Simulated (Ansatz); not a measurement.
**Co on a K site in KTaO3**

Computed with DFT PBE, scalar-relativistic, plane waves, PAW (Ansatz). Settings: 420 eV cutoff, 2×2×2 k-mesh, shifted by half a step, Gaussian smearing of 0.01 eV, collinear spin.

Host crystal, relaxed:

```cif
data_structure
_symmetry_space_group_name_H-M 'P 1'
_symmetry_Int_Tables_number 1
_cell_length_a 4.0244
_cell_length_b 4.0244
_cell_length_c 4.0244
_cell_angle_alpha 90.000
_cell_angle_beta 90.000
_cell_angle_gamma 90.000
_cell_volume 65.18
loop_
_atom_site_label
_atom_site_type_symbol
_atom_site_fract_x
_atom_site_fract_y
_atom_site_fract_z
_atom_site_occupancy
K1 K 0.50000 0.50000 0.50000 1
Ta1 Ta 0.00000 0.00000 0.00000 1
O1 O 0.00000 0.50000 0.00000 1
O2 O 0.00000 0.00000 0.50000 1
O3 O 0.50000 0.00000 0.00000 1
```

Supercell of 40 atoms, rows in host cell vectors: 2 0 0; 0 -2 0; 0 0 -2. Atoms relax at the host's cell, keeping the symmetry that the supercell leaves at the site. The cell is small, so energies carry finite-size errors of tenths of an eV. The host's Kohn–Sham gap is 2.16 eV. Atoms are taken from and returned to the elements' standard states.

Spin-orbit coupling is left out, which matters for the bands and energies of heavy elements.

Defect: Co on a K site at (0.500, 0.500, 0.500) of the host cell.

Task: What is the formation energy of the neutral defect?

Result: 5.83 eV.

Task: Does the neutral defect carry a moment, and how do its surroundings relax?

Result: It changes the cell's moment by 2.00 μB. The nearest neighbours before are 12 O at 2.85 Å; after relaxation the atoms near the site are 12 O at 2.81 Å; the largest move is 0.03 Å.